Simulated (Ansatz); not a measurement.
Body-centred tetragonal In, treated with r²SCAN in Ansatz (plane waves, PAW).

Excerpt of the program's output:

```
Crystal: 1 atoms, lattice volume = 26.274 Å³
Basis set: ecut = 560 eV, 781 PW (Γ), exchange–correlation on 81×81×81 points (27 copies of the dense FFT grid, shifted against one another)
Bands: 11, of which v1, the nominal top of the filled ones, is band 7 counted from 1 (6 counted from 0)
Symmetry: 16 space group operations
Space group: I4/mmm (ITA 139), of the structure as read, at distance tolerance 3.0e-5 Å
k-points: 1063 of 13824
Functional: x = r2scan, c = r2scan; τ floored in thin density (d = 2e-4 eV/Å³)
SCF iter   1: F=—  HF=-5611.817950 eV  |F-HF|=—  |Δ(HF+E_count)|=         —  Δρ=7.93e-3  dr2=8.63e-3  dr2_τ=1.30e-3
SCF iter   2: F=—  HF=-5611.821857 eV  |F-HF|=—  |Δ(HF+E_count)|=   3.91e-3  Δρ=3.57e-3  dr2=1.76e-3  dr2_τ=8.17e-5
  ...
SCF iter   6: F=—  HF=-5611.821866 eV  |F-HF|=—  |Δ(HF+E_count)|=   9.67e-8  Δρ=3.32e-6  dr2=3.31e-9  dr2_τ=4.48e-11
SCF iter   7: F=-5611.821866 eV  HF=-5611.821866 eV  |F-HF|=1.64e-11  |Δ(HF+E_count)|=   4.37e-9  Δρ=4.76e-7  dr2=3.32e-11  dr2_τ=1.77e-12
SCF 1 converged in 7 iterations: F = -5611.821866 eV  dr2 = 3.32e-11
SCF converged after 7 iterations
Free energy (F): -5611.821866 eV
Internal energy: -5611.819009 eV  (E = F + TS)
E sigma→0 (E₀):  -5611.820438 eV
Fermi energy:    10.158185 eV
--- Stress (GPa, compression-positive) ---
       -0.019105      -0.000000      -0.000000
       -0.000000      -0.019105      -0.000000
        0.000000       0.000000      -0.011192
  P = ⅓ Tr σ = -0.0165 GPa (-0.165 kbar)
```

Write an input file that could have produced this run (the log leaves some choices open).

Several could match; the one computed here: 
Ansatz 0.2 input:
```yaml
crystal:
  lattice:
    - [-1.6231528479, 1.6231528479, 2.4931279461]
    - [1.6231528479, -1.6231528479, 2.4931279461]
    - [1.6231528479, 1.6231528479, -2.4931279461]
  atoms:
    - { symbol: In, position: [0.0, 0.0, 0.0] }
basis:
  ecutwfc: 560
  ecutrho_ratio: 4
  xc_grid: 3
kpoints:
  mp_grid: { grid: [24, 24, 24] }
hamiltonian:
  xc: r2scan
  dispersion: none
  pseudopotentials: { kind: paw }
scf:
  occupations: { method: fermi_dirac, width: 0.05 }
  convergence: { dr2_threshold: 0.0000000001 }
output:
  forces: false
  stress: true
  eigenvalues: true
```

The PAW data were made under PBE.

It cost around 23 core-seconds (rough) of CPU time.

Ansatz is a program for electronic structure.
